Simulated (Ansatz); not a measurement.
# H3N: relaxing the atoms, harmonic vibrations and single point, part 2 of 2

Aim: for H3N, 9 runs in a chain (relaxing the atoms, harmonic vibrations and single point).

Ansatz 0.2.0; DFT PBE, Gaussian basis aug-cc-pVTZ, and further levels as typed in the inputs. The steps go on from the part before.

**9. Harmonic vibrations**

It takes the final geometry of step 8.

input.yaml

```yaml
crystal:
  periodic: [false, false, false]
  atoms:
    - { symbol: "N", position_ang: [5.9e-07, 0.0, -2.5e-07] }
    - { symbol: H, position_ang: [-2.0e-07, 0.0, 1.08925619] }
    - { symbol: H, position_ang: [-2.0e-07, -0.94332576, -0.54462797] }
    - { symbol: H, position_ang: [-2.0e-07, 0.94332576, -0.54462797] }
magnetization:
  spin_polarized: true
  initial_magnetization: 2
basis:
  gaussian:
    orbitals: aug-cc-pVTZ
    initial_orbitals: start.molden
    maximum_overlap: true
hamiltonian:
  xc: pbe
phonons: {}
```

On the command line:

```console
$ ansatz run input.yaml --threads 4 --pin off --max-ram 6144MiB --backend cpu --events-out ev --progress --plain --runs-dir out
```

What it wrote, cut to the lines that bear on the results:

```text
Warning: RAYON_NUM_THREADS=4 ignored (pool sized by the plan → 4); use --threads N
[...]
Functional definition: PBE
[...]
397 factors; their error is unknown
[...]
mean field -1532.61399143 eV, -56.3225253420 hartree, gradient 1.9e-6 eV, S^2 2.001917; 0 other end points of the search recorded, 0 dependent functions left out
[...]
reference -1532.61403591 eV, -56.3225269767 hartree; 6, 4 occupied and 109, 111 virtual orbitals, 397 factors
[...]
397 factors; their error is unknown
[...]
mean field -1532.61390385 eV, -56.3225221236 hartree, gradient 3.0e-6 eV, S^2 2.001917; 0 other end points of the search recorded, 0 dependent functions left out
[...]
reference -1532.61394834 eV, -56.3225237583 hartree; 6, 4 occupied and 109, 111 virtual orbitals, 397 factors
[...]
397 factors; their error is unknown
[...]
397 factors; their error is unknown
mean field -1532.61398047 eV, -56.3225249393 hartree, gradient 8.6e-6 eV, S^2 2.001917; 0 other end points of the search recorded, 0 dependent functions left out
[...]
reference -1532.61402498 eV, -56.3225265748 hartree; 6, 4 occupied and 109, 111 virtual orbitals, 397 factors
Total energy: -1532.61403591 eV, -56.3225269767 hartree
Atom 0 at     0.000001     0.000000    -0.000000 Å, force     0.000000     0.000000    -0.000013 eV/Å
Atom 1 at    -0.000000     0.000000     1.089256 Å, force    -0.000000     0.000000     0.000037 eV/Å
Atom 2 at    -0.000000    -0.943326    -0.544628 Å, force    -0.000000    -0.000023    -0.000012 eV/Å
Atom 3 at    -0.000000     0.943326    -0.544628 Å, force    -0.000000     0.000023    -0.000012 eV/Å
Dipole moment:     0.000000    -0.000000    -0.000010 e Å
Vibrations: 877.28 877.36 971.30 2225.00 2225.02 2389.41 cm⁻¹, zero-point energy 0.592978 eV
Checks for a lower state left out: stability, starts, cluster_reference, orbital_swaps, neighbouring_geometries, increment
```

Wall time 2.8 s (4 threads of Arm Neoverse V1, shared host); peak memory 0.13 GiB.

Harmonic frequencies from the force constants, with rigid motions projected out (i: imaginary):

| mode | cm⁻¹ |
| --- | --- |
| 1 | 877 |
| 2 | 877 |
| 3 | 971 |
| 4 | 2225 |
| 5 | 2225 |
| 6 | 2390 |

**10. Single point**

It takes the final geometry of step 6.

input.yaml

```yaml
crystal:
  periodic: [false, false, false]
  atoms:
    - { symbol: "N", position_ang: [1.8e-07, 0.0, -6.7e-07] }
    - { symbol: H, position_ang: [-6.0e-08, 0.0, 1.08223025] }
    - { symbol: H, position_ang: [-6.0e-08, -0.93724137, -0.54111479] }
    - { symbol: H, position_ang: [-6.0e-08, 0.93724137, -0.54111479] }
magnetization:
  spin_polarized: true
  initial_magnetization: 2
basis:
  gaussian:
    orbitals: aug-cc-pVTZ
    occupation: { up: { A1: 4, B1: 1, B2: 1 }, down: { A1: 3, B2: 1 } }
hamiltonian:
  xc: pbe
```

On the command line:

```console
$ ansatz run input.yaml --threads 4 --pin off --max-ram 6144MiB --backend cpu --events-out ev --progress --plain --runs-dir out
```

What it wrote:

```text
Warning: RAYON_NUM_THREADS=4 ignored (pool sized by the plan → 4); use --threads N
Engine: ansatz 0.2.0, aarch64-unknown-linux-gnu
[... 1 set-up line as earlier in the session ...]
  parameter kappa = 0.804
  parameter beta = 0.06672455060314922
  exchange = pbe_x(kappa = kappa, mu = beta*pi^2/3)
  correlation = pbe_c(beta = beta)
397 factors; their error is unknown
mean field evaluation 1: about -1529.7485 eV, gradient 2.7e1 eV
mean field evaluation 2: about -1532.5811 eV, gradient 1.8e0 eV
mean field evaluation 4: about -1532.6123 eV, gradient 1.5e-1 eV
mean field evaluation 8: about -1532.6124 eV, gradient 2.5e-6 eV
mean field -1532.61239613 eV, -56.3224667158 hartree, gradient 2.5e-6 eV, S^2 2.001924; 0 other end points of the search recorded, 0 dependent functions left out
reference -1532.61244006 eV, -56.3224683303 hartree; 6, 4 occupied and 109, 111 virtual orbitals, 397 factors
Total energy: -1532.61244006 eV, -56.3224683303 hartree
```

It took 0.61 s on 4 threads of Arm Neoverse V1, shared host; peak memory 0.12 GiB.

**11. Results**

This closing draws on all 2 parts.

```
step                                         level  set  energy above the lowest (eV)  charge  2S+1 typed  ⟨S²⟩  dipole (D)    time
   2               PBE, Gaussian basis aug-cc-pVTZ    A                         0.000       0           1  0.00        1.49   1.9 s
   3               PBE, Gaussian basis aug-cc-pVTZ    A                         0.000       0           1  0.00        1.49   3.2 s
   4               PBE, Gaussian basis aug-cc-pVTZ    A                         0.217       0           1  0.00        0.00   1.8 s
   5               PBE, Gaussian basis aug-cc-pVTZ    A                         0.217       0           1  0.00        0.00   1.9 s
   6  unrestricted PBE, Gaussian basis aug-cc-pVTZ    B                           n/a       0           1  1.01        0.00   2.5 s
   7  unrestricted PBE, Gaussian basis aug-cc-pVTZ    C                         0.235       0           1  1.01        0.00   2.8 s
   8  unrestricted PBE, Gaussian basis aug-cc-pVTZ    D                         0.000       0           3  2.00        0.00   2.4 s
   9  unrestricted PBE, Gaussian basis aug-cc-pVTZ    C                         0.000       0           3  2.00        0.00   2.8 s
  10  unrestricted PBE, Gaussian basis aug-cc-pVTZ    D                         0.002       0           3  2.00         n/a  0.61 s
```

Energies compare only among runs of one formula, size, charge, level and basis; each such set counts from its lowest member. The letters name the sets, whose settings differ as the inputs show.

| quantity | value |
| --- | --- |
| harmonic frequencies (step 3) | 1019 to 3506 cm⁻¹ |
| zero-point energy (step 3) | 0.908 eV |
| harmonic frequencies (step 5) | -801 to 3749 cm⁻¹ |
| zero-point energy (step 5) | 0.873 eV |
| harmonic frequencies (step 7) | 897 to 2412 cm⁻¹ |
| zero-point energy (step 7) | 0.610 eV |
| harmonic frequencies (step 9) | 877 to 2390 cm⁻¹ |
| zero-point energy (step 9) | 0.593 eV |

**Reading.** In steps 6, 7 ⟨S²⟩ lies far over S(S+1): such a determinant mixes spin states (near 1 for a typed singlet, half singlet and half triplet), so its energy isn't that of the typed multiplicity. The inputs of steps 6, 8, 10 type the occupation by symmetry, which holds a chosen state, often an excited one: rows differ by state, as the inputs show, and not by level alone. In step 3 all modes are real: a minimum. In step 5 one mode is imaginary: a first-order saddle point. In step 7 all modes are real: a minimum. In step 9 all modes are real: a minimum.
